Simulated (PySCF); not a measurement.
**One shape, several levels: SiH2Cl2 (SiCl2H2)**

Wanted: a comparison of 6 runs (B3LYP/STO-3G, PBE0/STO-3G, SVWN5/STO-3G, BCCD(T)/STO-3G, CCSDT/STO-3G, CCSD(T)/STO-3G) of SiH2Cl2 (SiCl2H2). Input form: a Python script.

The calculation is run with PySCF 2.14.0.

13 further runs of the same task are left out: 3 that didn't finish, 10 set aside as unsound or not needed.

**1. The structure to begin with**

SiH2Cl2: 5 atoms, total charge 0, spin state singlet. SMILES: `[H][Si]([H])(Cl)Cl`. The Si1–Cl2 distance was set to 3.014 Å, away from the relaxed value. At this shape a bond of the SMILES string is far longer than usual.

Bond lengths: Si1–Cl3 2.010 Å, Si1–H4 1.455 Å, Si1–H5 1.455 Å. Angles: Cl3–Si1–H4 108.7°, Cl3–Si1–H5 108.7°, H4–Si1–H5 112.4°. A long bond or contact: Si1–Cl2 3.014 Å.

**2. The energy at B3LYP/STO-3G (run 1)**

geometry.xyz reads:

```xyz
5
Cl2H2Si
Si    -0.118160     0.010625    -1.084744
Cl    -0.106910    -0.020950     1.929170
Cl     1.772310     0.025265    -1.766284
H     -0.784810     1.222425    -1.535674
H     -0.777420    -1.195255    -1.561044
```

job.py reads:

```python
from pyscf import gto, dft

molecule = gto.M(
    atom='geometry.xyz',
    basis='sto-3g',
    charge=0,
    verbose=3,
    max_memory=1860,
)

mf = dft.RKS(molecule, xc='b3lyp')
mf.grids.level = 5
mf.conv_tol = 1e-10
mf.kernel()
if not mf.converged:
    mf = mf.newton().run(mf.mo_coeff, mf.mo_occ)

e_tot = mf.e_tot
print('E = %.10f Eh' % e_tot)
```

Launch:

```sh
$ OMP_NUM_THREADS=1 python job.py
```

The log of the run:

```text
converged SCF energy = -1197.68397477778
E = -1197.6839747778 Eh
```

Run time: 4.8 s. Hardware: 1 thread of Arm Neoverse V1, shared host; peak memory 0.24 GiB.

**3. A single-point energy at PBE0/STO-3G (run 2)**

calc.py reads:

```python
from pyscf import gto, dft

molecule = gto.M(
    atom='''
Si  -0.118160   0.010625  -1.084744
Cl  -0.106910  -0.020950   1.929170
Cl   1.772310   0.025265  -1.766284
H   -0.784810   1.222425  -1.535674
H   -0.777420  -1.195255  -1.561044
''',
    basis='sto-3g',
    max_memory=1860,
    verbose=3,
)

calc0 = dft.RKS(molecule)
calc0.xc = 'pbe0'
calc0.grids.level = 5
calc0.conv_tol = 1e-10
calc0.kernel()
if not calc0.converged:
    calc0 = calc0.newton().run(calc0.mo_coeff, calc0.mo_occ)

e_tot = calc0.e_tot
print('Final energy', e_tot)
```

Launch:

```sh
$ OMP_NUM_THREADS=1 python calc.py
```

The log of the run:

```text
converged SCF energy = -1197.29997365484
Final energy -1197.299973654842
```

Wall time 4.5 s (1 thread of Arm Neoverse V1, shared host); peak memory 0.24 GiB.

Runs 3 to 5 aren't shown in full; the table further down has their settings and results.

**4. A single-point energy at CCSD(T)/STO-3G (run 6)**

job.py reads:

```python
from pyscf import gto, cc

system = gto.M(
    atom='''
Si      -0.118160       0.010625      -1.084744
Cl      -0.106910      -0.020950       1.929170
Cl       1.772310       0.025265      -1.766284
H       -0.784810       1.222425      -1.535674
H       -0.777420      -1.195255      -1.561044
''',
    max_memory=1860,
    verbose=3,
    basis='sto-3g',
)

myscf = system.RHF()
myscf.conv_tol = 1e-10
myscf.kernel()
if not myscf.converged:
    myscf = myscf.newton().run(myscf.mo_coeff, myscf.mo_occ)

mycc = cc.CCSD(myscf, frozen=15)
mycc.kernel()
e_t = mycc.ccsd_t()
e_final = mycc.e_tot + e_t
print('E(%s) = %.9f' % ('CCSD(T)', e_final))
```

Launch:

```sh
$ OMP_NUM_THREADS=1 python job.py
```

The log of the run:

```text
converged SCF energy = -1195.88080614362
E(CCSD) = -1195.975754297296  E_corr = -0.09494815368090835
CCSD(T) correction = -0.00242417030445799
E(CCSD(T)) = -1195.978178468
```

It took 1.1 s on 1 thread of Arm Neoverse V1, shared host; peak memory 0.12 GiB.

**5. Overview of the runs**

| run | level | integration grid | frozen core orbitals | energy (Eh) | dipole moment (D) of the reference | HOMO energy (eV) | LUMO energy (eV) | wall time |
| --- | --- | --- | --- | --- | --- | --- | --- | --- |
| 1 | B3LYP/STO-3G | 5 | – | -1197.683975 | 4.37 | -5.01 | -2.03 | 4.8 s |
| 2 | PBE0/STO-3G | 5 | – | -1197.299974 | 4.56 | -5.29 | -1.89 | 4.5 s |
| 3 | SVWN5/STO-3G | 5 | – | -1193.428588 | 4.37 | -3.67 | -2.47 | 3 s |
| 4 | BCCD(T)/STO-3G | – | 15 | -1195.977894 | – | – | – | 1.2 s |
| 5 | CCSDT/STO-3G | – | 15 | -1195.978541 | 5.52 | -8.04 | 1.35 | 2.2 s |
| 6 | CCSD(T)/STO-3G | – | 15 | -1195.978178 | 5.52 | -8.04 | 1.35 | 1.1 s |

**6. Outcome**

```
                                           quantity           value
                                run 6: total energy  -1195.97818 Eh
        run 6: dipole moment (Hartree–Fock density)          5.52 D
         run 6: HOMO energy (Hartree–Fock orbitals)        -8.04 eV
         run 6: LUMO energy (Hartree–Fock orbitals)         1.35 eV
       run 6: HOMO–LUMO gap (Hartree–Fock orbitals)         9.39 eV
run 6: correlation energy (15 core orbitals frozen)       -97.4 mEh
                              run 6: (T) correction       -2.42 mEh
                               run 6: T1 diagnostic           0.030
```

In words: Over runs 1, 2, 3 the dipole moment (its size) runs from 4.37 D (B3LYP/STO-3G) to 4.56 D (PBE0/STO-3G). Over runs 1, 2, 3 the HOMO–LUMO gap runs from 1.20 eV (SVWN5/STO-3G) to 3.41 eV (PBE0/STO-3G). Totals of different functionals can't be ranked against each other. In run 6 the T1 diagnostic is large, so a single reference may not serve. In runs 1, 2, 3, 4, 5, 6 the basis is minimal, so the values are rough. All runs together took 17 s, the longest 4.8 s.
